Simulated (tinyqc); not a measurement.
Worked calculation (part 2 of 2): RKS/exchange-only LDA in the sto-3g basis, for H2O, spin multiplicity 1. Computed by tinyqc, a small Python program that keeps every step (integrals from PySCF). Command: `OMP_NUM_THREADS=1 python tinyqc.py 20424 20425 out.jsonl` (the two numbers bound the seeds that draw the settings). One thread of a shared host (Intel(R) Xeon(R) Processor @ 2.60GHz), about 0.7 s of CPU time with the checks.

Geometry (angstrom):
```
atom,x,y,z
O,0.0000,0.0000,0.0000
H,0.0000,0.7870,0.7130
H,0.0000,-0.7870,0.7130
```

## Convergence

Stop when the energy changes by less than 1e-09 hartree and every element of the error matrix X^T (F D S - S D F) X is below 9e-06.

Course of the cycle:
```
iteration,E (hartree),change,largest element of the error matrix
1,-27.820040,-,1.78e-01
2,-65.350729,-3.75e+01,4.03e-01
3,-71.386490,-6.04e+00,5.90e-01
4,-72.500840,-1.11e+00,6.31e-01
5,-72.800338,-2.99e-01,6.42e-01
6,-72.796296,4.04e-03,6.42e-01
7,-72.917047,-1.21e-01,6.47e-01
8,-72.619851,2.97e-01,6.20e-01
9,-72.845443,-2.26e-01,4.27e-01
10,-73.647211,-8.02e-01,4.34e-01
11,-74.014643,-3.67e-01,1.19e-01
12,-74.063005,-4.84e-02,4.23e-02
13,-74.072136,-9.13e-03,9.56e-03
14,-74.073768,-1.63e-03,1.87e-03
15,-74.074083,-3.16e-04,3.74e-04
16,-74.074146,-6.27e-05,7.44e-05
17,-74.074158,-1.25e-05,1.49e-05
18,-74.074161,-2.50e-06,2.98e-06
19,-74.074161,-5.01e-07,5.95e-07
20,-74.074162,-1.00e-07,1.19e-07
21,-74.074162,-2.00e-08,2.38e-08
22,-74.074162,-4.01e-09,4.76e-09
23,-74.074162,-8.01e-10,9.53e-10
```

PySCF RKS in the same basis, fine grid = -74.073666 hartree

Converged in 23 iterations. The coarse grid moves the energy by -4.96e-04 hartree.

## Populations, bond orders and dipole

D after iteration 23:
```
,1O 1s,1O 2s,1O 2px,1O 2py,1O 2pz,2H 1s,3H 1s
1O 1s,2.1112,-0.4759,0.0000,0.0000,0.1050,-0.0097,-0.0097
1O 2s,-0.4759,2.1095,0.0000,0.0000,-0.5594,-0.1157,-0.1157
1O 2px,0.0000,0.0000,2.0000,0.0000,0.0000,0.0000,0.0000
1O 2py,0.0000,0.0000,0.0000,0.7821,0.0000,0.5635,-0.5635
1O 2pz,0.1050,-0.5594,0.0000,0.0000,1.0407,0.5150,0.5150
2H 1s,-0.0097,-0.1157,0.0000,0.5635,0.5150,0.6756,-0.1365
3H 1s,-0.0097,-0.1157,0.0000,-0.5635,0.5150,-0.1365,0.6756
```

overlap S:
```
,1O 1s,1O 2s,1O 2px,1O 2py,1O 2pz,2H 1s,3H 1s
1O 1s,1.0000,0.2367,0.0000,0.0000,0.0000,0.0421,0.0421
1O 2s,0.2367,1.0000,0.0000,0.0000,0.0000,0.4087,0.4087
1O 2px,0.0000,0.0000,1.0000,0.0000,0.0000,0.0000,0.0000
1O 2py,0.0000,0.0000,0.0000,1.0000,0.0000,0.2632,-0.2632
1O 2pz,0.0000,0.0000,0.0000,0.0000,1.0000,0.2385,0.2385
2H 1s,0.0421,0.4087,0.0000,0.2632,0.2385,1.0000,0.2307
3H 1s,0.0421,0.4087,0.0000,-0.2632,0.2385,0.2307,1.0000
```

Mulliken: Z minus the diagonal of D S on the atom; Loewdin: the same with S^(1/2) D S^(1/2); Mayer order: 2 sum_s sum (D(s) S)_ij (D(s) S)_ji over the two atoms.

Charges (e):
```
atom,Mulliken,Loewdin
1O,-0.2650,-0.1890
2H,0.1325,0.0945
3H,0.1325,0.0945
```

Mayer bond orders:
```
pair,order
2-1,0.9795
3-1,0.9795
3-2,0.0029
```

dipole moment about the origin, x y z (debye): 0.0000  0.0000  1.5247
